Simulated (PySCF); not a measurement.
HCl: a composite coupled-cluster calculation

State: ¹Σ⁺, singlet, closed shell. De refers to H + Cl. RHF-based CCSD(T) in PySCF 2.14 with H aug-cc-pVTZ, Cl aug-cc-pV(T+d)Z and H aug-cc-pVQZ, Cl aug-cc-pV(Q+d)Z (frozen core orbitals: 5; no relativity). Correlation energies are extrapolated as n⁻³ (n = 3, 4), Hartree–Fock as (n+1)·exp(−9√n). CV is the change on freezing 1 orbitals instead, in H cc-pVTZ, Cl cc-pwCVTZ. SR is the spin-free X2C energy in H cc-pVTZ-DK, Cl cc-pVTZ-DK less the non-relativistic one in H cc-pVTZ, Cl cc-pVTZ.

| Level | Re (Å) | ωe (cm⁻¹) | ωexe (cm⁻¹) | αe (cm⁻¹) | De (eV) |
| --- | --- | --- | --- | --- | --- |
| CCSD(T)/TZ | 1.2763 | 2996.2 | 53.4 | 0.305 | 4.572 |
| CCSD(T)/QZ | 1.2763 | 2995.7 | 52.8 | 0.305 | 4.626 |
| HF/CBS | 1.2643 | 3143.6 | 46.7 | 0.278 | 3.344 |
| MP2/CBS | 1.2722 | 3044.1 | 49.5 | 0.294 | 4.697 |
| CCSD/CBS | 1.2742 | 3018.3 | 51.2 | 0.300 | 4.594 |
| CCSD(T)/CBS | 1.2766 | 2993.5 | 52.2 | 0.304 | 4.663 |
| CCSD(T)/CBS+CV | 1.2753 | 2997.6 | 52.3 | 0.305 | 4.673 |
| CCSD(T)/CBS+CV+SR | 1.2752 | 2993.4 | 52.3 | 0.305 | 4.663 |

Question: How much is left between CCSD(T)/QZ and the basis-set limit, and how much do the triples give at the limit?

Answer: CCSD(T)/CBS less CCSD(T)/QZ: +0.3 mÅ in Re, -2.2 cm⁻¹ in ωe and +0.037 eV in De. CCSD(T)/CBS less CCSD/CBS: +2.4 mÅ in Re, -24.8 cm⁻¹ in ωe and +0.069 eV in De.

Question: What do the later terms add?

Answer: CV: -1.3 mÅ in Re, +4.1 cm⁻¹ in ωe and +0.010 eV in De; SR: -0.1 mÅ in Re, -4.2 cm⁻¹ in ωe and -0.010 eV in De, each against the row above.

The T1 diagnostic is 0.006. The open-shell atoms are computed with UHF. Spin–orbit coupling, excitations beyond (T) and corrections to the Born–Oppenheimer picture are left out.

The whole job (state search and all basis sets along the bond) took about 2.2 min on 4 threads of Arm Neoverse V2 (shared host), peak memory 4 GiB.
